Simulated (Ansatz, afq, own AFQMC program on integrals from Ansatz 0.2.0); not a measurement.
**ZrH, quartet → ZrH, sextet**

```yaml
atoms:
  - { symbol: Zr, position_ang: [0.0000, 0.0000, 0.0000] }
  - { symbol: H, position_ang: [0.0000, 0.0000, 1.8590] }
```

E(sextet, charge +0) − E(quartet, charge +0) at this geometry, on UHF and UHF determinants.

Basis def2-TZVP with its core potentials. Only valence electrons are correlated. AFQMC by an in-house program on the Cholesky factors that Ansatz 0.2.0 writes for its CCSD(T) run. ph-AFQMC/CISD is guided by a CISD state made of CCSD amplitudes; releasing the constraint for a short imaginary time cuts its bias at the price of noise, slowly where states lie close. Error bars are statistical, one sigma. No spin–orbit coupling. The metal's outer-core s and p shells are frozen, which shifts wave-function levels against functionals. The errors of all members are added in quadrature.

Full CI on the same integrals is exact in this basis and with this determinant's frozen core.

Errors are counted within def2-TZVP, not against nature.

Cautions: no spin-orbit coupling; outer-core shells of the metal frozen; ZrH (quartet): another spin lies lower, the released energies have errors that jump between times, so the bars are unsure, so no released level is given (meV from the phaseless value at times in 1/Eh: -6 ± 3 at 0.60, -9.3 ± 1.1 at 1.20, -13 ± 5 at 2.00, -24 ± 16 at 3.00, -14 ± 5 at 4.20), though the last usable value meets full CI within the noise, CCSDTQ on the ROHF determinant differs (82 meV higher), by its state or its frozen core; ZrH (sextet): another spin lies lower, the released energies have errors that jump between times, so the bars are unsure, so no released level is given (meV from the phaseless value at times in 1/Eh: 7 ± 6 at 0.60, -4.7 ± 1.8 at 1.20, -2 ± 6 at 2.00, 17 ± 17 at 3.00, -23 ± 38 at 4.20), though the last usable value meets full CI within the noise.

Reference (full CI): 3.476 eV.

```
        level  vertical spin gap (eV)  error against FCI (eV)
           HF                   2.879                  -0.597
          MP2                   3.320                  -0.156
         CCSD                   3.447                  -0.028
      CCSD(T)                   3.467                  -0.009
        CCSDT                   3.475                  -0.001
     CCSDT(Q)                   3.475                   0.000
       CCSDTQ                   3.476                   0.000
  ph-AFQMC/HF           3.502 ± 0.009           0.026 ± 0.009
ph-AFQMC/CISD           3.472 ± 0.001          -0.003 ± 0.001
```

Correlation beyond CCSD(T) adds 0.009 eV. The perturbative (T) step is worth +0.020 eV.

CCSDT and higher add their correlation energy to the determinant of the CCSD(T) run, since their own runs factorise the integrals more tightly (a shift of under 2 meV). A walk keeps the symmetry of its determinant, which the program's search chose and which needn't be the lowest solution, so a lower state of the same spin and another symmetry isn't excluded.
